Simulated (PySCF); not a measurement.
Relaxation of doublet AlHF

Method: PySCF, UPBE0, basis Al def2-TZVP, H def2-TZVP, F def2-TZVP (no relativity, density fitting). A (50,194) grid was used.

A hand-made linear start, of C∞v symmetry, held to at least that symmetry:

Coordinates in bohr (charge 0 multiplicity 2):
```
Al    0.0000    0.0000   -1.3877
H     0.0000    0.0000   -4.3735
F     0.0000    0.0000    2.2028
```

At each step, columns x, y, z (Å) and Fx, Fy, Fz (eV/Å):

```
step 0  E − E(last) = 47.79 kJ/mol
Al   0.000   0.000  -0.734   0.000   0.000   4.042
H    0.000   0.000  -2.314   0.000   0.000  -1.207
F    0.000   0.000   1.166   0.000   0.000  -2.835
step 1  E − E(last) = 7.27 kJ/mol
Al   0.000   0.000  -0.660   0.000   0.000   1.964
H    0.000   0.000  -2.298   0.000   0.000  -0.654
F    0.000   0.000   1.075   0.000   0.000  -1.309
step 2  E − E(last) = 7.00 kJ/mol
Al   0.000   0.000  -0.594   0.000   0.000  -1.889
H    0.000   0.000  -2.291   0.000   0.000  -0.217
F    0.000   0.000   1.002   0.000   0.000   2.106
step 3  E − E(last) = 0.58 kJ/mol
Al   0.000   0.000  -0.623   0.000   0.000   0.462
H    0.000   0.000  -2.312   0.000   0.000  -0.260
F    0.000   0.000   1.053   0.000   0.000  -0.202
step 4  E − E(last) = 0.19 kJ/mol
Al   0.000   0.000  -0.616   0.000   0.000   0.186
H    0.000   0.000  -2.320   0.000   0.000  -0.157
F    0.000   0.000   1.053   0.000   0.000  -0.029
step 5  E − E(last) = 0.02 kJ/mol
Al   0.000   0.000  -0.608   0.000   0.000  -0.018
H    0.000   0.000  -2.331   0.000   0.000  -0.037
F    0.000   0.000   1.056   0.000   0.000   0.055
step 6  E − E(last) = 0.00 kJ/mol
Al   0.000   0.000  -0.607   0.000   0.000  -0.017
H    0.000   0.000  -2.335   0.000   0.000  -0.007
F    0.000   0.000   1.059   0.000   0.000   0.024
step 7  E − E(last) = 0.00 kJ/mol
Al   0.000   0.000  -0.607   0.000   0.000  -0.003
H    0.000   0.000  -2.336   0.000   0.000   0.000
F    0.000   0.000   1.060   0.000   0.000   0.002
```

It ends at C∞v with Al–F 1.667 Å, Al–H 1.729 Å; F–Al–H 180.0°. A frequency run shows 2 imaginary modes (one degenerate set), down to 978i cm⁻¹, so it is a higher-order saddle point. Other isomers or separated fragments may lie lower.
